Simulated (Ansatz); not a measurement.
# CH7AlO: the cost of one run

All numbers are computed with Ansatz 0.2.0 through its Python package. Level of theory: CAM-B3LYP/def2-SVP.

### 1 Starting point

Bond lengths: C1–O2 1.349 Å, O2–Al3 1.833 Å, C1–H4 1.143 Å, C1–H5 1.110 Å, C1–H6 1.151 Å, O2–H7 0.987 Å, Al3–H8 1.548 Å, Al3–H9 1.647 Å, Al3–H10 1.628 Å. Angles (14 of 15 angles, heavy atoms first): C1–O2–Al3 107.8°, C1–O2–H7 107.5°, Al3–O2–H7 104.1°, O2–C1–H4 106.6°, O2–C1–H5 116.4°, O2–C1–H6 113.1°, O2–Al3–H8 111.6°, O2–Al3–H9 110.9°, O2–Al3–H10 109.8°, H4–C1–H5 107.5°, H4–C1–H6 102.1°, H5–C1–H6 110.0°, H8–Al3–H9 110.2°, H8–Al3–H10 107.6°.

The script holds or builds the structure itself.

### 2 The code

File run_field.py:

```python
"""Dipole of CH7AlO in the field of point charges."""

import ansatz as az
import numpy as np

ch7alo = (
    az.Crystal.molecule()
    .atom("C", (-0.941, 0.6143, -0.5998))
    .atom("O", (0.3692, 0.32, -0.7299))
    .atom("Al", (0.8999, -0.555, 0.7911))
    .atom("H", (-1.245, 1.1791, -1.5463))
    .atom("H", (-1.6318, -0.2477, -0.4894))
    .atom("H", (-1.1495, 1.3926, 0.2225))
    .atom("H", (0.4507, -0.3611, -1.44))
    .atom("H", (0.1165, -1.8749, 0.9917))
    .atom("H", (0.7335, 0.4124, 2.1135))
    .atom("H", (2.4806, -0.9309, 0.6895))
)

calculation = (
    ch7alo.calculation()
    .basis(gaussian="def2-SVP")
    .functional("CAM-B3LYP")
    .forces()
)
# charges +q and -q at -R and +R make a nearly even field 2 k q / R^2 at the centre
centre = np.mean([site.position_ang for site in ch7alo.cartesian_sites], axis=0)
field = 2 * 14.399645 * 2.0 / 40.0 ** 2


def dipole(axis, sign):
    arm = 40.0 * np.eye(3)[axis]
    pair = [{"charge": sign * 2.0, "position_ang": (centre - arm).tolist()}, {"charge": -sign * 2.0, "position_ang": (centre + arm).tolist()}]
    deck = calculation.input().set(az.key.basis.gaussian.point_charges, pair)
    return np.array(az.Session.from_dict(deck).plan().execute().report["charge_distribution"]["dipole_moment_e_ang"])


print(f"field {field:.4f} V/A")
alpha = np.array([(dipole(axis, 1) - dipole(axis, -1)) / (2 * field) * 14.399645 for axis in range(3)])
print("polarisability tensor (A^3)")
print(np.array2string(alpha, precision=3, suppress_small=True))
print(f"mean {np.trace(alpha) / 3:.3f} A^3 = {np.trace(alpha) / 3 / 0.14818471:.2f} bohr^3")
```

### 3 The input behind the calls

The engine receives this input (first run):

```yaml
crystal:
  periodic: [false, false, false]
  atoms:
    - { symbol: C, position_ang: [-0.941, 0.6143, -0.5998] }
    - { symbol: O, position_ang: [0.3692, 0.32, -0.7299] }
    - { symbol: Al, position_ang: [0.8999, -0.555, 0.7911] }
    - { symbol: H, position_ang: [-1.245, 1.1791, -1.5463] }
    - { symbol: H, position_ang: [-1.6318, -0.2477, -0.4894] }
    - { symbol: H, position_ang: [-1.1495, 1.3926, 0.2225] }
    - { symbol: H, position_ang: [0.4507, -0.3611, -1.44] }
    - { symbol: H, position_ang: [0.1165, -1.8749, 0.9917] }
    - { symbol: H, position_ang: [0.7335, 0.4124, 2.1135] }
    - { symbol: H, position_ang: [2.4806, -0.9309, 0.6895] }
basis:
  gaussian:
    orbitals: def2-SVP
    point_charges:
      - { charge: 2.0, position_ang: [-39.99169, -0.005120000000000036, 0.00029000000000005687] }
      - { charge: -2.0, position_ang: [40.00831, -0.005120000000000036, 0.00029000000000005687] }
hamiltonian:
  xc: cam_b3lyp
output:
  forces: true
```

### 4 Launch

Command:

```console
$ python run_field.py
```

**Question.** How long does this script take on 1 thread of AMD EPYC 7R43 (Zen 3), shared host, and how much memory does it need?

About 24 s, with a peak of 0.23 GiB.
